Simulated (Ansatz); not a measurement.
Reaction (SMILES): FS(F)=O + 3 [H][H] (H2) -> 2 F (HF) + O (H2O) + S (H2S)

Wanted: energy of full hydrogenation (electronic), in kcal/mol. Conventions: dispersion terms only where a functional's name holds one; 6-311+G** with 5d, 6d on Na to Ar in Ansatz (a first-principles code); frozen cores in correlated levels; spin-orbit terms left out; non-relativistic. Basis-set limits of correlation are two-point, X^-3; Hartree-Fock from the larger set. [CCSD(T)-MP2]/basis is that difference in the basis named. Ab initio and DFT rows: single points at B3LYP-D3(BJ) geometries (Ansatz).

```tsv
species	coefficient	E at B3LYP/6-311+G** (Ansatz), Eh	E at PBE0/def2-TZVPD (Ansatz), Eh
O=S(F)F	-1	-673.16307	-672.83107
[H][H] (H2)	-3	-1.17957	-1.16825
F (HF)	+2	-100.48235	-100.39481
O (H2O)	+1	-76.45846	-76.38086
S (H2S)	+1	-399.42292	-399.26257
```

Coupled cluster (Ansatz) is a level with limits of its own, used here on species with T1 under 0.025 (0.045 for open shells) and stable references: RI-MP2/CBS(aug-cc-pV(T+d)Z,aug-cc-pV(Q+d)Z)+[CCSD(T)-MP2]/aug-cc-pV(T+d)Z. Value to compare with, RI-MP2/CBS(aug-cc-pV(T+d)Z,aug-cc-pV(Q+d)Z)+[CCSD(T)-MP2]/aug-cc-pV(T+d)Z (Ansatz): -63.8 kcal/mol. 1 Eh = 627.5095 kcal/mol.

### Question
Work the quantity out at each level, and compare with RI-MP2/CBS(aug-cc-pV(T+d)Z,aug-cc-pV(Q+d)Z)+[CCSD(T)-MP2]/aug-cc-pV(T+d)Z (Ansatz).

### Answer

- B3LYP/6-311+G**: the sum of coefficient times E is -0.14430 Eh, or -90.55 kcal/mol. Result: -90.5 kcal/mol. Its difference against RI-MP2/CBS(aug-cc-pV(T+d)Z,aug-cc-pV(Q+d)Z)+[CCSD(T)-MP2]/aug-cc-pV(T+d)Z (Ansatz) is -26.7 kcal/mol.
- PBE0/def2-TZVPD: the sum of coefficient times E is -0.09723 Eh, or -61.01 kcal/mol. Result: -61.0 kcal/mol. Its difference against RI-MP2/CBS(aug-cc-pV(T+d)Z,aug-cc-pV(Q+d)Z)+[CCSD(T)-MP2]/aug-cc-pV(T+d)Z (Ansatz) is 2.8 kcal/mol.
